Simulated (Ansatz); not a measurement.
Anatase TiO2 (metastable phase)

Calculation: r²SCAN (PAW; Ansatz, a first-principles code).

Settings: plane-wave cutoff 500 eV, 8×8×1 k mesh (along the axes of the cell as run), gaussian smearing 0.02 eV, scalar-relativistic PAW data made under PBE.

Cell: relaxed at this level.

| Quantity | Value |
|---|---|
| surface energy of the (101) face | 1.45 J/m² |
| ionisation potential of the slab | 6.74 eV |

The slab of 24 atoms is relaxed and unreconstructed.

The computed numbers hold no vibrational or temperature effects.

Computing time: about 40 core-minutes (a rough figure).
